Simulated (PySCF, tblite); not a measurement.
**CHBF₃N, a complex of two parts: NMR shifts, interaction energy, infrared bands, spin-spin couplings and core binding energies**

One table from this session's results is given with a row withheld; the runs are named, their logs left out.

Programs: tblite 0.8.0 and PySCF 2.14.0. All values are calculated, for the isolated system unless a continuum is named. Atoms count from 0, parts from 1.

### The system as given

7 atoms, charge 0, multiplicity 1; geometry: rigid parts in contact. Parts: 1 = atoms 0–3, `FB(F)F`, charge 0; 2 = atoms 4–6, `C#N`, charge 0.

Set-up of the first run:

The job: settings as JSON, then the geometry in Å.

```
{"job": {"kind": "dock", "xc": "GFN2-xTB", "basis": "xTB"}, "charge": 0, "multiplicity": 1, "parts": [{"atoms": "0-3", "charge": 0, "multiplicity": 1}, {"atoms": "4-6", "charge": 0, "multiplicity": 1}]}
F     -0.026728     0.327178     1.258133
B     -0.000340     0.000051    -0.000093
F      0.308941    -1.213731    -0.349252
F     -0.281874     0.886502    -0.908789
C     -3.266879    -0.160246    -0.213455
N     -2.692265    -1.072015    -0.577767
H     -3.801585     0.688037     0.125428
```

Method: GFN2-xTB search for minima from random contacts, gas phase.

Launch:

```console
> OMP_NUM_THREADS=1 python cluster_run.py task.json out
```

One launch serves the whole session: the jobs run in the order shown.

Steps of the session up to this table: Bringing the parts together with GFN2-xTB; Optimising the geometry at PBE0-D3(BJ)/def2-SVPD; Nuclear shieldings: PBE0/pcSseg-2; Coupled-cluster interaction energy: CCSD(T) and MP2.

One table of the session follows, with a row left open; its other results are not shown here.

It belongs to the step «Coupled-cluster interaction energy: CCSD(T) and MP2». 

| method | interaction energy (kcal/mol) |
| --- | --- |
| HF/aug-cc-pVDZ | -14.15 |
| MP2/aug-cc-pVDZ | -15.11 |
| CCSD/aug-cc-pVDZ | -14.36 |
| CCSD(T)/aug-cc-pVDZ | -14.31 |
| HF/aug-cc-pVQZ | -15.11 |
| MP2/aug-cc-pVQZ | -18.37 |
| SCS-MP2/aug-cc-pVQZ | -16.98 |
| MP2, extrapolated | ? |
| CCSD(T), limit estimate | -18.12 |

Estimate the missing values for MP2, extrapolated.

**Answer.** interaction energy (kcal/mol): -18.93. In the column «interaction energy (kcal/mol)» it is the lowest.

Caveats from the session: The interaction energy leaves out the deformation of the parts, 14.89 kcal/mol at MP2. So large a deformation means that a part is far from its own minimum, so a sum across the two methods would be rough.
